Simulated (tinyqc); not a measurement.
Worked calculation: Pariser-Parr-Pople SCF with singles CI, for the molecule c1ccsc1 (SMILES; centres numbered as the heavy atoms are written). One step of it, computed by the program tinyqc.

Problem. Iteration 1: Fock matrix. F_rr = H_rr + P_rr gamma_rr / 2 + sum_(s != r) P_ss gamma_rs; F_rs = H_rs - P_rs gamma_rs / 2; E = tr P (H + F) / 2 + core repulsion sum_(r<s) z_r z_s gamma_rs.

P at the start:
```
,1C,2C,3C,4S,5C
1C,1.185525,0.632739,-0.227346,-0.261797,0.667082
2C,0.632739,1.185525,0.667082,-0.261797,-0.227346
3C,-0.227346,0.667082,1.191603,0.633457,-0.255610
4S,-0.261797,-0.261797,0.633457,1.245743,0.633457
5C,0.667082,-0.227346,-0.255610,0.633457,1.191603
```

core matrix H (eV):
```
,1C,2C,3C,4S,5C
1C,-34.223368,-2.390000,0.000000,0.000000,-2.390000
2C,-2.390000,-34.222577,-2.390000,0.000000,0.000000
3C,0.000000,-2.390000,-35.702907,-2.020000,0.000000
4S,0.000000,0.000000,-2.020000,-41.432014,-2.020000
5C,-2.390000,0.000000,0.000000,-2.020000,-35.701701
```

repulsion gamma_rs (eV):
```
,1C,2C,3C,4S,5C
1C,11.130000,5.344818,4.046371,4.163681,5.344818
2C,5.344818,11.130000,5.346212,4.163220,4.045107
3C,4.046371,5.346212,11.130000,5.552194,4.045936
4S,4.163681,4.163220,5.552194,13.000000,5.552920
5C,5.344818,4.045107,4.045936,5.552920,11.130000
```

Centres (angstrom, eV; a flat drawing with bonds scaled to 1.40 angstrom):
```
centre,x,y,core charge z,W,gamma_rr
1C,1.191000,0.000000,1,11.160000,11.130000
2C,0.368000,1.133000,1,11.160000,11.130000
3C,-0.963000,0.700000,1,11.160000,11.130000
4S,-0.963000,-0.700000,2,22.000000,13.000000
5C,0.368000,-1.133000,1,11.160000,11.130000
```

Give: F; pi energy.

Solution.

F (eV):
```
,1C,2C,3C,4S,5C
1C,-4.912,-4.081,0.460,0.545,-4.173
2C,-4.081,-4.912,-4.173,0.545,0.460
3C,0.460,-4.173,-6.199,-3.779,0.517
4S,0.545,0.545,-3.779,-10.230,-3.779
5C,-4.173,0.460,0.517,-3.779,-6.200
```

pi energy = -82.290 eV
